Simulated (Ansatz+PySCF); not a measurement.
Values are calculated unless marked as measured or tabulated.
A run of PySCF 2.14.0 on doublet CH4NO at this shape:

```csv
atom,x (Å),y (Å),z (Å)
C,-0.1789,1.4452,0.0000
H,0.3975,1.5365,0.9328
H,0.3975,1.5365,-0.9328
O,-1.3724,1.2613,0.0000
N,0.8054,-1.2796,0.0000
H,-0.1776,-1.5688,0.0000
H,1.3238,-2.1627,0.0000
```

Its results:

* Converged: yes
* Reference energy: -169.50109 hartree
* Correlation energy: -0.58152 hartree
* Total energy: -170.08262 hartree
* Spin squared of the determinant: 0.759

Task: Which input gives this output? Name the method, the orbitals and the basis set, and write the input.

Result: UHF-MP2 in cc-pVTZ.

```python
from pyscf import gto, scf, mp

mol = gto.M(atom="""
C -0.178950 1.445240 0.000000
H 0.397540 1.536480 0.932810
H 0.397540 1.536480 -0.932810
O -1.372400 1.261350 0.000000
N 0.805410 -1.279640 0.000000
H -0.177610 -1.568790 0.000000
H 1.323760 -2.162680 0.000000
""", basis='cc-pvtz', charge=0, spin=1)
mf = scf.UHF(mol)
mf.kernel()
pt = mp.MP2(mf, frozen=3).run()
print(mf.e_tot, pt.e_corr, pt.e_tot)
```
